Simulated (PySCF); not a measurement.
**Ionisation energy of Be by level of theory**

Be [He] 2s2 (1S) → Be+ [He] 2s1 (2S), as a difference of total energies. Calculation: PySCF 2.14, in pcseg-2 (4s2p1d, 15 functions); the non-relativistic Hamiltonian (point nucleus). Correlated levels: valence: 1s2 frozen. The calculations carry no spin-orbit coupling.

Order these methods by the ionisation energy they give, lowest first.
A. TPSS
B. SCS-MP2 (valence)
C. CCSD (valence)
D. UHF

D (8.022 eV), B (8.805 eV), A (9.063 eV), C (9.171 eV).

Errors of the correlated levels include the incompleteness of this basis and the frozen core.

With two correlated electrons CCSD is exact in that space.

For comparison: 9.323 eV (measured; NIST Atomic Spectra Database, ionization energies).
